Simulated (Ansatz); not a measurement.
# AlPH2 (triplet): from Hartree-Fock to the top rungs, def2-QZVPP

One table from this session's results is given with a row withheld; the runs are named, their logs left out.

Program: Ansatz 0.2.0, Gaussian basis. Level of theory: def2-QZVPP, core rule «outside noble gas», up to 10 orbitals frozen. These are calculated values, not measurements.

Plan: UHF; ROHF; CCSD(T) on UHF.

2 further runs of the same task are left out: 2 set aside as unsound or not needed.

## The system

The geometry is a PBE0/def2-TZVP stationary point (not a proven minimum) of the parent state, kept for this charge and spin.

4 atoms, charge 0, spin multiplicity 3.

Atoms are counted from 1 here; the program's logs count them from 0.

Bond lengths: Al1–P2 2.131 Å, Al1–H3 1.583 Å, P2–H4 1.451 Å. Angles: P2–Al1–H3 176.8°, Al1–P2–H4 75.4°.

Set-up of the first run:

Input file in.yaml:

```yaml
crystal:
  periodic: [false, false, false]
  atoms:
    - {symbol: Al, position_ang: [0.000000, 0.003348, 1.103758]}
    - {symbol: P, position_ang: [0.000000, 0.045326, -1.026381]}
    - {symbol: H, position_ang: [0.000000, -0.116866, 2.681764]}
    - {symbol: H, position_ang: [0.000000, -1.365594, -0.687779]}
basis:
  gaussian: {orbitals: "def2-QZVPP.json"}
magnetization: {spin_polarized: true, initial_magnetization: 2}
hamiltonian: {xc: hf}
output: {orbitals: {seedname: orbitals}}
```

Run with:

```console
$ ansatz run in.yaml --threads 1 --pin off --events-out ev --progress --plain --max-ram 4096MiB --backend cpu
```

Steps of the session up to this table: UHF; ROHF; CCSD(T) on UHF.

One of the session's tables, all rows but one given; the rest of the session is left out.

```
  method  from UCCSD(T) (kcal/mol)
    ROHF                   +163.08
     UHF                   +158.81
    UMP2                    +27.77
   UCCSD                         ?
UCCSD(T)                         0
```

Q: Estimate the row for UCCSD from the others.

The run gave: from UCCSD(T) (kcal/mol): +7.25. In the column «from UCCSD(T) (kcal/mol)» it lies between UCCSD(T) (0) and UMP2 (+27.77).
